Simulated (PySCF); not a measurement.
Compound: C4H6N2.
Geometry (PBE0-D3(BJ)/def2-SVP, Å), atoms numbered from 1 in this order:
```
atom  x, y, z in Å
C1    -1.869    0.006    0.008
N2    -0.431   -0.069   -0.017
C3     0.446    0.962   -0.077
C4     1.710    0.405   -0.104
C5     1.472   -0.985   -0.056
N6     0.175   -1.254   -0.005
H7    -2.213    0.651    0.831
H8    -2.265    0.393   -0.943
H9    -2.244   -1.011    0.166
H10    0.110    1.997   -0.094
H11    2.663    0.927   -0.148
H12    2.196   -1.800   -0.055
```

Method used: PBE0-D3(BJ)/def2-SVP geometry optimisation, gas phase (PySCF 2.14.0).

Masses are those of the commonest isotopes; rigid-rotor values at the optimised geometry. 

Give the principal moments of inertia and the rotational constants in MHz.

Ia = 55.88, Ib = 134.73, Ic = 187.37 u·Å²; 505379 MHz·u·Å²/I gives A = 9045, B = 3751, C = 2697 MHz.

What kind of rotor is it?

An asymmetric top. Ray's parameter κ = (2B − A − C)/(A − C) = -0.668; −1 is the prolate and +1 the oblate limit.

What does the inertial defect say?

Not planar: Δ = Ic − Ia − Ib = -3.24 u·Å². For a rigid frame Δ = −2 Σ m c², so Σ m c² = 1.62 u·Å² lies off the ab plane, practically all of it from hydrogen. The atom farthest from that plane is 0.96 Å away.

Where do the levels up to J = 4 lie, in cm⁻¹?

Above 0(0,0):
J = 1: 1(0,1) 0.2151, 1(1,1) 0.3917, 1(1,0) 0.4268
J = 2: 2(0,2) 0.6405, 2(1,2) 0.7867, 2(1,1) 0.8921, 2(2,1) 1.4219, 2(2,0) 1.4266
J = 3: 3(0,3) 1.2674, 3(1,3) 1.3765, 3(1,2) 1.5869, 3(2,2) 2.0671, 3(2,1) 2.0903, 3(3,1) 3.0407, 3(3,0) 3.0411
J = 4: 4(0,4) 2.0847, 4(1,4) 2.1581, 4(1,3) 2.5068, 4(2,3) 2.9238, 4(2,2) 2.9899, 4(3,2) 3.9094, 4(3,1) 3.9122, 4(4,1) 5.2610, 4(4,0) 5.2610
Those of J = 1 are B + C, A + C and A + B.

Which types of transition are allowed, and where do some lines up to J = 4 fall?

The dipole components are |μa| = 1.33 D, |μb| = 1.93 D, |μc| = 0.00 D. The squared components, which scale the intensities, stand as 0.48 : 1.00 : 0.00 (a : b : c). Some lines, for components of 0.1 D or more:

```
type  branch         J(Ka,Kc)    MHz  lower level (cm⁻¹)
   a       Q  2(1,1) ← 2(1,2)   3161               0.787
   b       R  3(1,2) ← 2(2,1)   4948               1.422
   a       R  1(0,1) ← 0(0,0)   6448               0.000
   b       R  2(0,2) ← 1(1,1)   7460               0.392
   b       Q  2(1,1) ← 2(0,2)   7543               0.641
   b       Q  3(1,2) ← 3(0,3)   9580               1.267
   b       R  1(1,1) ← 0(0,0)  11742               0.000
   a       R  2(1,2) ← 1(1,1)  11843               0.392
   a       R  2(0,2) ← 1(0,1)  12754               0.215
   b       Q  2(2,0) ← 2(1,1)  16023               0.892
   b       Q  2(2,1) ← 2(1,2)  19042               0.787
   a       R  3(2,1) ← 2(2,0)  19897               1.427
   b       Q  3(2,2) ← 3(1,3)  20706               1.376
   b       Q  4(2,3) ← 4(1,4)  22954               2.158
   a       R  4(0,4) ← 3(0,3)  24504               1.267
   a       R  4(3,2) ← 3(3,1)  26044               3.041
   b       Q  3(3,0) ← 3(2,1)  28504               2.090
   b       R  2(2,0) ← 1(1,1)  31027               0.392
   b       Q  4(4,0) ← 4(3,1)  40436               3.912
   b       R  4(2,2) ← 3(1,3)  48371               1.376
   b       R  4(3,2) ← 3(2,1)  54536               2.090
```

Whether it is a minimum is left open (no frequencies). Constants of a rigid frame at the computed geometry: no zero-point averaging, no centrifugal distortion. A rigid rotor knows nothing of internal rotation, which can split or shift real lines. Quadrupole hyperfine structure (14N) is left out.

Hardware: one thread of an Arm Neoverse V1, no GPU, shared host. Cost: 29 s, 0.46 GiB resident at most. This is the geometry optimisation.
